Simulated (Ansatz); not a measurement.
# CHBSi+ (doublet): the correlation ladder, cc-pVTZ

The task here is to estimate one member of a computed series from the others.

Method: cc-pVTZ, core rule «outside noble gas», up to 7 orbitals frozen; program: Ansatz 0.2.0, Gaussian basis.

The runs, in order: UHF; CCSD(T) on ROHF; CCSD(T) on UHF; BCCD(T) on ROHF; CCSDT(Q) on ROHF; CCSDT(Q) on UHF.

**The system**

The geometry is a PBE0/def2-TZVP stationary point (not a proven minimum) of the parent state, kept for this charge and spin.

4 atoms, charge 1, spin multiplicity 2.

Atoms are counted from 1 here; the program's logs count them from 0.

Bond lengths: B1–C2 1.363 Å, B1–H4 1.175 Å, C2–Si3 1.675 Å. Angles: C2–B1–H4 180.0°, B1–C2–Si3 180.0°.

The first run:

in.yaml reads:

```yaml
crystal:
  periodic: [false, false, false]
  atoms:
    - {symbol: B, position_ang: [0.000000, 0.000000, 0.806500]}
    - {symbol: C, position_ang: [0.000000, 0.000000, -0.556100]}
    - {symbol: Si, position_ang: [0.000000, 0.000000, -2.231400]}
    - {symbol: H, position_ang: [0.000000, 0.000000, 1.981000]}
basis:
  gaussian: {orbitals: cc-pVTZ}
total_charge: 1
magnetization: {spin_polarized: true, initial_magnetization: 1}
hamiltonian: {xc: hf}
output: {orbitals: {seedname: orbitals}}
```

Launch:

```sh
ansatz run in.yaml --threads 1 --pin off --events-out ev --progress --plain --max-ram 4096MiB --backend cpu
```

Among the steps run: UHF; CCSD(T) on ROHF; CCSD(T) on UHF; BCCD(T) on ROHF; CCSDT(Q) on ROHF; CCSDT(Q) on UHF.

One table of the session follows, with a row left open; its other results are not shown here.

It belongs to the step «Misses and costs». 

| method | from UCCSDT(Q) (meV) |
| --- | --- |
| ROHF | +8658.8 |
| UHF | +8578.8 |
| RMP2 | +1354.4 |
| UMP2 | ? |
| RCCSD | +455.3 |
| UCCSD | +452.9 |
| RCCSD(T) | +63.9 |
| UCCSD(T) | +64.2 |
| BCCD(T) | +62.0 |
| RCCSDT | +26.0 |
| UCCSDT | +25.4 |
| RCCSDT(Q) | +1.8 |
| UCCSDT(Q) | 0 |

Estimate the missing values for UMP2.

The run gave: from UCCSDT(Q) (meV): +1368.9. In the column «from UCCSDT(Q) (meV)» it lies between RMP2 (+1354.4) and UHF (+8578.8).

To keep in mind: Restricted and unrestricted rows rest on different reference determinants; where their highest levels disagree by more than a few hundredths of an eV, they describe different states and don't form one ladder.
